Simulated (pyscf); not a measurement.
## Routes from Cl–GeH₃ + HCl

Candidate steps break at most two bonds and form at most two. Each was searched with GFN2-xTB (tblite) first. Single points on ωB97X-D3(BJ)/def2-SVP structures (PySCF, gas phase). Energies: ωB97M-D3(BJ)/def2-TZVP, kJ/mol, from the separated reactants, singlet surface; ΔG‡ with ideal gas, 1 atm, RRHO with modes under 100 cm⁻¹ raised to 100, one conformer, R ln 2 for chiral ones without a mode under 150 cm⁻¹.

| products | type | ΔE‡ | ΔE | ΔG‡ 298 K | ΔG‡ 900 K | ν‡ (cm⁻¹) |
|---|---|---|---|---|---|---|
| Cl–GeH₃ + HCl | four-centre exchange | 134.8 | 0.0 | 166.6 | 243.1 | 690i |
| Cl–GeH₂–Cl + H₂ | four-centre exchange | 152.4 | -51.8 | 189.4 | 267.4 | 940i |
| GeH₄ + Cl–Cl | four-centre exchange | 512.1 | +238.1 | 532.9 | 594.6 | 1982i |

Plain bond fissions and candidates not yet searched are not listed, and one of them may be faster. Each barrier is that of the saddle found; lower ones may exist. One closed-shell reference is unstable to symmetry breaking; treat the single-reference values with care. Elements up to Kr have no core potential and no relativistic terms here.
